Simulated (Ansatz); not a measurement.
H3P, SMILES P: the interaction energy of a dimer with the counterpoise correction, run with Ansatz's Python interface.

`dimer.py`
```python
"""Binding of a H3P dimer at a trial geometry."""

import ansatz as az

FIRST = [
    ("P", (0.3429, -0.324, -0.3283)),
    ("H", (0.6129, -0.0305, 1.0005)),
    ("H", (-0.9801, -0.6411, -0.0556)),
    ("H", (0.0243, 0.9957, -0.6165)),
]
SECOND = [
    ("P", (-2.5887, 0.8419, -2.719)),
    ("H", (-2.4974, 1.959, -1.9013)),
    ("H", (-1.7788, 1.4094, -3.6923)),
    ("H", (-1.5085, 0.2278, -2.1006)),
]

def energy(atoms, ghosts=()):
    molecule = az.Crystal.molecule()
    for symbol, xyz in atoms:
        molecule = molecule.atom(symbol, xyz)
    calc = (
        molecule.calculation()
        .basis(gaussian="def2-SVP")  # atom-centred Gaussian functions
        .correlation("ccsd_t")  # correlation on top of the mean field
    )
    deck = calc.input()
    if ghosts:
        deck = deck.set(az.key.basis.gaussian.ghost_atoms, [{"symbol": s, "position_ang": list(xyz)} for s, xyz in ghosts])
    return az.Session.from_dict(deck).plan().execute().report["free_energy_ev"]

# monomers in their own basis and in the basis of the dimer
both = energy(FIRST + SECOND)
alone = energy(FIRST) + energy(SECOND)
ghosted = energy(FIRST, SECOND) + energy(SECOND, FIRST)
print(f"dimer {both:.6f} eV")
print(f"interaction, uncorrected   {96.485332 * (both - alone):8.3f} kJ/mol")
print(f"interaction, counterpoise  {96.485332 * (both - ghosted):8.3f} kJ/mol")
print(f"basis-set superposition    {96.485332 * (alone - ghosted):8.3f} kJ/mol")
```

How large is the interaction at this pose, and how much of it is basis-set superposition?

Uncorrected it is 6.162 kJ/mol, with the counterpoise correction 10.832 kJ/mol; the difference, 4.67 kJ/mol, is the superposition error. In this basis both values are repulsive.

The output:

Output of `python dimer.py`:
```text
dimer -18641.195114 eV
interaction, uncorrected      6.162 kJ/mol
interaction, counterpoise    10.832 kJ/mol
basis-set superposition       4.670 kJ/mol
```

What to keep in mind:
- Total energies depend on the basis set; only differences at equal settings carry meaning.
- The dimer is a generated trial pose of unrelaxed monomers, not a minimum, so the figure is no binding energy, and the basis set is small.
- Hardware and time: 2.6 s on 1 thread of Arm Neoverse V2 (shared host), peak memory 0.21 GiB.

(Lines on the test bed's own set-up are left out of the output.)
